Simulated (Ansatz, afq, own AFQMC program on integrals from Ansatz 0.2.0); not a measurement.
Where AFQMC and coupled cluster stand for CH2N, quartet

```xyz
4

N     0.0000    0.0000    0.5481
C     0.0000    0.0000   -0.8171
H     0.0000    0.8633    1.0602
H     0.0000   -0.8633    1.0602
```

Connectivity, by distances: NH2–C.

Basis cc-pVQZ. Noble-gas cores (and the filled d shells of Ga–Kr and In–Xe) are frozen. Integrals, coupled cluster, full CI and functionals: Ansatz 0.2.0; the random walks run on the same integrals in our own AFQMC program. ph-AFQMC/CISD is guided by a CISD state made of CCSD amplitudes; releasing the constraint for a short imaginary time cuts its bias at the price of noise, slowly where states lie close. Free projection: walkers drawn from exp(T), propagated without any constraint. Its projection time is finite, and what remains of the start isn't in its error. Uncertainties: one standard error, sampling alone.

Determinant: UHF, the one that the program's search chose, which needn't be the lowest solution. The geometry is a PBE0/def2-TZVP stationary point of this or a neighbouring charge and spin state.

No full CI on the walks' own integrals is used here. The released AFQMC energy serves as the reference, which it does only where one determinant dominates, the energy is flat over the last release times and near the phaseless one (40 meV or 2 meV an electron, half that with transition metals). On small molecules, where full CI could be run and the noise was under 10 meV, such values lay within 10 meV of it in 19 cases of 20, a flattering rate, since the rule was set on those same cases; what remains of the bias isn't in the error bar.

Cautions: another spin lies lower (by 3.71 eV); the ph-AFQMC/HF walk drifts between its halves (2.3 errors); the released value is read at 1.62 1/Eh, later times being too noisy (meV from the phaseless value at times in 1/Eh: -8 ± 3 at 0.24, -8 ± 3 at 0.51, 1 ± 4 at 0.99, -7 ± 7 at 1.62, -3 ± 12 at 2.40).

The T1 diagnostic is 0.0173, the weight of the determinant in the CISD state is 0.905 and the ⟨S²⟩ of the determinant is 3.760. The size of the correlated space is 11 electrons in 168 orbitals.

Reference: AFQMC with the constraint released, correlation energy -9.090 ± 0.007 eV.

| level | E − E(reference) (kJ/mol) | share of correlation (%) |
| --- | --- | --- |
| HF | 877.1 ± 0.7 | 0.00 |
| MP2 | 77.3 ± 0.7 | 91.18 |
| CCSD | 35.0 ± 0.7 | 96.01 |
| CCSD(T) | 2.9 ± 0.7 | 99.67 |
| ph-AFQMC/HF | 5.5 ± 2.6 | 99.37 |
| ph-AFQMC/CISD | 0.6 ± 0.9 | 99.93 |
| free AFQMC | 0.6 ± 1.3 | 99.94 |

Free projections are given only where their last times agree within the noise and don't stop above the reference; a slow remainder of the start can still hide under it. A walk keeps the symmetry of its determinant, which the program's search chose and which needn't be the lowest solution, so a lower state of the same spin and another symmetry isn't excluded. Released energies are given only where the last usable release times agree within the noise; a slower fall can still hide under it.
